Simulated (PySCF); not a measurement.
Electron detachment from ethanide

Molecule: ethanide, `[CH2-]C` ([C2H5]-). Coordinates in Å; atoms count from 1 in this order:
```
C     0.8489   -0.2240    0.3751
C    -0.5706    0.1365   -0.0308
H     1.5719    0.5498    0.0328
H     1.1630   -1.1902   -0.0789
H    -1.3000   -0.6191    0.3275
H    -0.8978    1.0885    0.4360
H    -0.8168    0.2643   -1.1305
```

These are calculated values, CAM-B3LYP-D3(BJ)/ma-def2-TZVP in PySCF (grid level 2) at geometries from PBE0-D3(BJ)/ma-def2-SVP. The prefix ma- adds one diffuse s and one diffuse p function on all atoms but H. Thermal corrections: PBE0-D3(BJ)/ma-def2-SVP frequencies, unscaled, ideal gas at 298.15 K and 1 bar, quasi-RRHO entropy.

Frontier levels of the parent: HOMO 0.53 eV, LUMO 4.33 eV.

Oxidation to the radical:
- Vertical detachment energy (electronic): 0.08 eV
- Adiabatic detachment energy (with zero-point energy): -0.32 eV
- Adiabatic, electronic part: -0.36 eV
- Vertical gap at the product's structure: -0.54 eV
- Inner reorganisation energy (four-point): 619 meV
- Relaxation of product / of parent: 439 / 180 meV
- ⟨S²⟩ of the product: 0.754
- Largest spin populations: C1 1.01
- Largest changes of atomic charge: C1 0.63, H (on C2) 0.13, H (on C1) 0.09, H (on C1) 0.09
- Distances that move most (Å): C1–C2 1.520 → 1.482; C2–H 1.134 → 1.109; C1–H 1.113 → 1.093; C1–H 1.113 → 1.093

Note: the parent anion holds its electron weakly or not at all, so the values hang on the basis.

Structures, frequencies and single points took 66 s of wall time on 1 thread of Arm Neoverse V1 (shared host), launched as `OMP_NUM_THREADS=1 python redox_run.py task.json out`.
